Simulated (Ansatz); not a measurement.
NO, doublet: reading a ladder of total energies

Geometry: MP2(full)/6-31G*, from the G2/97 set.

```yaml
atoms:
  - { symbol: N, position_ang: [0.0000, 0.0000, 0.0000] }
  - { symbol: O, position_ang: [0.0000, 0.0000, 1.1427] }
```

Basis 6-31G* (Cartesian d functions); Ansatz 0.2.0. Correlated methods freeze the noble-gas cores, which leaves 11 electrons in 28 orbitals. R marks a restricted (for open shells ROHF) determinant, U an unrestricted one.

Full CI isn't at hand for all of this; UCCSDTQ serves as the reference, and is uncertain by about the last step of the cluster series.

Runs differ by some tens of microhartree through their thresholds and, for an open shell, their frozen cores, so steps under 0.03 kcal/mol mean nothing.

```json
{"level": "UHF", "total energy (hartree)": "-129.247300"}
{"level": "UMP2", "total energy (hartree)": "-129.558897"}
{"level": "UCCSD", "total energy (hartree)": "-129.567555"}
{"level": "UCCSD(T)", "total energy (hartree)": "-129.578437"}
{"level": "UCCSDT", "total energy (hartree)": "-129.578994"}
{"level": "UCCSDT(Q)", "total energy (hartree)": "-129.580434"}
{"level": "UCCSDTQ", "total energy (hartree)": "-129.580240"}
```

Problem. What is the correlation energy at UCCSDTQ, and what share of it do UMP2 and UCCSD recover?

Solution. E(corr) = -129.580240 − (-129.247300) = -0.332940 hartree = -9.060 eV. UMP2: -0.311597 / -0.332940 = 93.59 %. UCCSD: -0.320255 / -0.332940 = 96.19 %.

Problem. By how many kcal/mol does UCCSD(T) miss UCCSDTQ (1 hartree = 627.509 kcal/mol), and which steps make up the rest?

Solution. -129.578437 − (-129.580240) = 0.001803 hartree = 1.13 kcal/mol. Steps: UCCSDT − UCCSD(T) = -0.35, UCCSDT(Q) − UCCSDT = -0.90, UCCSDTQ − UCCSDT(Q) = 0.12 kcal/mol. Differences between like states or geometries often cancel part of this.
